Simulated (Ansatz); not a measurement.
AlClH$_{4}$Si (`[SiH3][AlH][Cl]`), relaxed with RKS PBE-D4/def2-SVP in the Gaussian-basis code of Ansatz from a rough embedded geometry. The force threshold is 0.03 eV/Å; the program also tests the step.

Charge 0, multiplicity 1.

Start:

```xyz
7

Si    0.541   -0.863    0.112
Al   -0.648    1.055   -0.298
Cl   -1.802    1.961    1.346
H    -0.314   -1.904    0.551
H     1.582   -0.656    1.177
H     1.278   -1.335   -1.129
H    -0.636    1.742   -1.760
```

```json
{"step": "1", "energy (eV)": "-27041.8147", "largest force (eV/Å)": "1.963", "largest move (Å)": "0.000"}
{"step": "2", "energy (eV)": "-27042.0592", "largest force (eV/Å)": "0.618", "largest move (Å)": "0.195"}
{"step": "3", "energy (eV)": "-27042.0829", "largest force (eV/Å)": "0.066", "largest move (Å)": "0.057"}
{"step": "4", "energy (eV)": "-27042.0838", "largest force (eV/Å)": "0.015", "largest move (Å)": "0.018"}
```

End:

```xyz
7

Si    0.593   -0.918    0.125
Al   -0.674    1.131   -0.340
Cl   -1.786    1.986    1.258
H    -0.318   -2.025    0.593
H     1.618   -0.681    1.206
H     1.318   -1.398   -1.108
H    -0.751    1.904   -1.734
```

Run time 10 s (2 threads of a server CPU on a shared host); peak host memory 0.16 GiB.
